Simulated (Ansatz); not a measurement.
# SiH3 (doublet): the correlation ladder at distance H1–H2 along a hydrogen transfer = 0.693 Å, cc-pVTZ

Aim: climb from Hartree-Fock through coupled cluster and multireference methods for SiH3 (doublet) at one geometry and basis, and see what each rung misses.

Computed with Ansatz 0.2.0, Gaussian basis. Level: cc-pVTZ, core rule «outside noble gas», up to 5 orbitals frozen.

Plan: UHF; CCSD(T) on ROHF; CCSD(T) on UHF; BCCD(T) on ROHF; CISD; CCSDT(Q) on ROHF; CCSDT(Q) on UHF; CASSCF and NEVPT2, 7 electrons in 7 orbitals.

5 further runs of the same task are left out: 5 that didn't finish.

## 1. The system

The geometry derives from fragments relaxed apart (PBE0/def2-TZVP) and kept rigid, so it is no stationary point. A hydrogen atom is moved between rigid fragments.

4 atoms, charge 0, spin multiplicity 2.

Atoms are counted from 1 here; the program's logs count them from 0.

Bond lengths: H1–H2 0.693 Å, Si3–H4 1.532 Å.

## 2. UHF

Input file in.yaml:

```yaml
crystal:
  periodic: [false, false, false]
  atoms:
    - {symbol: H, position_ang: [-2.676303, 0.047936, 0.000000]}
    - {symbol: H, position_ang: [-1.983303, 0.047936, 0.000000]}
    - {symbol: Si, position_ang: [0.147697, 0.047936, 0.000000]}
    - {symbol: H, position_ang: [0.544132, -1.431577, 0.000000]}
basis:
  gaussian: {orbitals: cc-pVTZ}
magnetization: {spin_polarized: true, initial_magnetization: 1}
hamiltonian: {xc: hf}
output: {orbitals: {seedname: orbitals}}
```

On the command line:

```sh
$ ansatz run in.yaml --threads 1 --pin off --events-out ev --progress --plain --max-ram 2393MiB
```

Further steps of the session: CCSD(T) on ROHF; CCSD(T) on UHF; BCCD(T) on ROHF; CISD; CCSDT(Q) on ROHF; CCSDT(Q) on UHF; CASSCF and NEVPT2, 7 electrons in 7 orbitals.

**Question.** What will the summary of the whole plan be? Wanted: UCCSDT(Q) below the RHF energy; RMP2 from UCCSDT(Q); UMP2 from UCCSDT(Q); RCCSD from UCCSDT(Q); RCCSD(T) from UCCSDT(Q); UCCSD(T) from UCCSDT(Q); RCCSDT(Q) from UCCSDT(Q); NEVPT2 valence from UCCSDT(Q); T1 diagnostic.

**Answer**, as computed:

```
                         quantity                                                   value
   UCCSDT(Q) below the RHF energy                                              -4.2753 eV
              RMP2 from UCCSDT(Q)                                            +90.4 kJ/mol
              UMP2 from UCCSDT(Q)                                            +94.4 kJ/mol
             RCCSD from UCCSDT(Q)                                            +12.9 kJ/mol
          RCCSD(T) from UCCSDT(Q)                                             +2.7 kJ/mol
          UCCSD(T) from UCCSDT(Q)                                             +2.6 kJ/mol
         RCCSDT(Q) from UCCSDT(Q)                                             +0.1 kJ/mol
    NEVPT2 valence from UCCSDT(Q)                                            +84.2 kJ/mol
levels within 1 kcal/mol (43 meV)  RCCSD(T), UCCSD(T), BCCD(T), RCCSDT, UCCSDT, RCCSDT(Q)
                    T1 diagnostic                                                   0.020
   effectively unpaired electrons                                                    1.04
```

What this shows: RCCSD(T) lands +2.7 kJ/mol from the yardstick (0.6 % of the correlation energy). One determinant dominates. These misses are within one basis, not against nature; the frozen cores of restricted and unrestricted runs differ, which can shift their rows.
